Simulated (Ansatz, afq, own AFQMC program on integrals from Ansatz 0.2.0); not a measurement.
# AFQMC, coupled cluster and functionals along a coordinate of SiNH2, quartet

```yaml
atoms:
  - { symbol: Si, position_ang: [0.0095, -0.1038, 0.6022] }
  - { symbol: N, position_ang: [-0.0872, 0.1443, -1.1807] }
  - { symbol: H, position_ang: [0.2656, 1.1829, 1.3191] }
  - { symbol: H, position_ang: [0.6831, -0.2976, -1.6914] }
```

The Si1–N2 distance is changed with both sides rigid. Energies in kJ/mol count from this geometry (1.803 Å) at the same level; the start stands on UHF, each point on the determinant named.

Basis cc-pVDZ. Only valence electrons are correlated. Integrals, coupled cluster, full CI and functionals: Ansatz 0.2.0; the random walks run on the same integrals in our own AFQMC program. The CISD trial takes its coefficients from CCSD amplitudes. Released means that phaseless walkers are propagated on without the constraint, phases kept. Uncertainties: one standard error, sampling alone.

Cautions, each for one point or more: lower spins were not checked; unrestricted determinant slightly spin contaminated; unrestricted determinant spin contaminated.

| r(Si1–N2) / Å | det. | T1 | weight | ⟨S²⟩ | CCSD(T) | ph-AFQMC/CISD | released AFQMC | CCSDT(Q) | CCSD | r2SCAN |
| --- | --- | --- | --- | --- | --- | --- | --- | --- | --- | --- |
| 1.625 | UHF | 0.023 | 0.90 | 3.76 | 59.6 | 62.5 ± 1.7 | 60.9 ± 2.1* | 60.0 | 58.4 | 53.8 |
| 2.005 | UHF | 0.024 | 0.88 | 3.79 | 11.2 | 14.9 ± 1.8 | 14.7 ± 2.0* | 10.4 | 12.9 | 15.8 |
| 2.478 | UHF | 0.031 | 0.86 | 3.89 | 92.2 | 94.7 ± 2.5 | 91.8 ± 2.6* | 89.9 | 91.0 | 117.4 |
| 3.272 | UHF | 0.019 | 0.88 | 3.80 | 119.0 | 123.2 ± 1.8 | 120.0 ± 2.1* | 120.2 | 112.5 | 186.6 |
| 4.947 | UHF | 0.014 | 0.89 | 3.78 | 127.5 | 132.7 ± 1.8 | 133.5 ± 2.1* | 128.9 | 120.3 | 203.1 |

Weight is that of the determinant in the CISD state; at the start T1 is 0.023 and the weight 0.89, and ⟨S²⟩ is 3.77. An asterisk marks released energies that aren't shown to be converged. Symmetry can't show for every point that it stays on the start's state. Largest departures from CCSDT(Q), at the points where its series has closed: CCSD(T) 2.3 kJ/mol at 2.478 (on UHF), ph-AFQMC/CISD 4.8 kJ/mol at 2.478 (on UHF) (within the noise), CCSD -8.6 kJ/mol at 4.947 (on UHF). The functionals aren't scored here. In this small basis the wave-function levels are far from their limit, so their gap to the functionals isn't the functionals' error.

Some points may be missing: those where a free walk finds a much lower state, and past Zn most of those on another determinant than at the start.

CCSDT and higher add their correlation energy to the determinant of the CCSD(T) run, since their own runs factorise the integrals more tightly (a shift of under 2 meV).
